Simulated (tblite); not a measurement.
Q: Write Cartesian coordinates for InChI=1S/C4H7FN/c5-4-1-3(4)2-6/h1,3-4H,2,6H2/t3-,4-/m0/s1 as optimised with GFN2-xTB. (Doublet state.)

A: 
```xyz
13
C4H7FN angstrom
N      1.8742   -0.3107    0.4102
C      0.9055    0.0711   -0.6031
C     -0.4518   -0.5205   -0.2373
C     -1.6891    0.0921   -0.7068
C     -1.3518    0.2619    0.6995
F     -0.9013    1.4836    1.1436
H      2.8033   -0.0046    0.1445
H      1.6419    0.1358    1.2918
H      1.2268   -0.3537   -1.5588
H      0.7962    1.1596   -0.7254
H     -0.3934   -1.6010   -0.1203
H     -2.5481   -0.2087   -1.2590
H     -1.9169   -0.2045    1.5033
```

Orientation and origin are arbitrary. Atoms count from 1 in this order. The C–C distances run from 1.456 Å (C4–C5, drawn single) to 1.525 Å (C2–C3, drawn single), a spread of 0.069 Å. N1 (nitrogen bonded to C and 2 H) is pyramidal (angles 110.4°, 109.7° and 107.7°, sum 327.9°, 0.38 Å off the plane of its three neighbours). Of the pairs four or more bonds apart, F6···H10 is among the closest relative to their van der Waals radii: 2.55 Å, 95 % of the sum of Bondi's values. C4 (carbon bonded to 2 C and H) is pyramidal (angles 137.1°, 136.1° and 62.7°, sum 336.0°, 0.31 Å off the plane of its three neighbours).

Bonds between heavy atoms (Å): N1–C2 1.453, C2–C3 1.525, C3–C4 1.458, C4–C5 1.456, C5–F6 1.376, C3–C5 1.516.

Computed geometry: GFN2-xTB, gas phase. This method treats the open shell by occupation alone, without spin polarisation.

Point group: C1 (no symmetry element, even within 0.4 Å). Its GFN2-xTB frequencies are all real (lowest 62 cm⁻¹). Torsions: H–N1–C2–C3 175° and -67°, N1–C2–C3–C4 155°.

Time: 0.33 s of wall time. Hardware: one thread of an Arm Neoverse V1, shared host with 32 logical CPUs at a one-minute load of 11. These figures are those of the optimisation.

One conformer stands for the species.
